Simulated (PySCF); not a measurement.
## How the method moves the HOMO and LUMO of methyl cyclopropyl ketone

Compound: methyl cyclopropyl ketone, C₅H₈O.
Atom-mapped SMILES: `[CH3:1][C:2](=[O:3])[CH:4]1[CH2:5][CH2:6]1` (hydrogens: H7, H8, H9 on C1; H10 on C4; H11, H12 on C5; H13, H14 on C6)

Geometry (PBE0-D3(BJ)/def2-SVP, Å), atoms numbered from 1 in this order:
```
atom  x, y, z in Å
C1     2.142   -0.103   -0.442
C2     0.805   -0.383    0.191
O3     0.679   -1.146    1.123
C4    -0.371    0.321   -0.399
C5    -1.518    0.635    0.534
C6    -1.670   -0.456   -0.457
H7     2.122   -0.393   -1.505
H8     2.930   -0.660    0.080
H9     2.361    0.977   -0.411
H10   -0.165    1.022   -1.212
H11   -1.360    0.345    1.576
H12   -2.050    1.576    0.375
H13   -1.618   -1.482   -0.084
H14   -2.307   -0.298   -1.330
```

Basis pcSseg-1 throughout (PySCF), one geometry. One conformer (not necessarily the lowest) at the PBE0-D3(BJ)/def2-SVP geometry, without solvent, vibrations or thermal averaging.

How do the orbital energies, the gap and the dipole change with the method?

```csv
method,kind,HOMO (eV),LUMO (eV),gap (eV),μ (D),SCF cycles
B97-D,GGA,-5.64,-1.35,4.29,2.80,15
KT3,GGA,-5.79,-1.38,4.41,2.71,15
KT2,GGA,-5.82,-1.39,4.43,2.75,16
B3LYP,global hybrid,-6.98,-0.57,6.41,2.88,14
PBE0,global hybrid,-7.24,-0.33,6.92,2.90,14
mPW1PW91,global hybrid,-7.28,-0.35,6.93,2.92,14
```

The HOMO spans 1.64 eV, from B97-D down to mPW1PW91, and the gap runs from 4.29 eV (B97-D) to 6.93 eV (mPW1PW91). Over the methods B97-D (0 %), KT3 (0 %), KT2 (0 %), B3LYP (20 %), PBE0 (25 %), mPW1PW91 (25 %), a straight line through the gap against the share of exact exchange rises by 1.02 eV for each 10 % (correlation coefficient 0.999). The dipole ranges from 2.71 D (KT3) to 2.92 D (mPW1PW91). This basis has no diffuse functions.

The vertical ΔSCF ionisation energy at B3LYP/def2-SVPD is 9.45 eV; −ε(HOMO) comes closest to it with mPW1PW91 (7.28 eV).
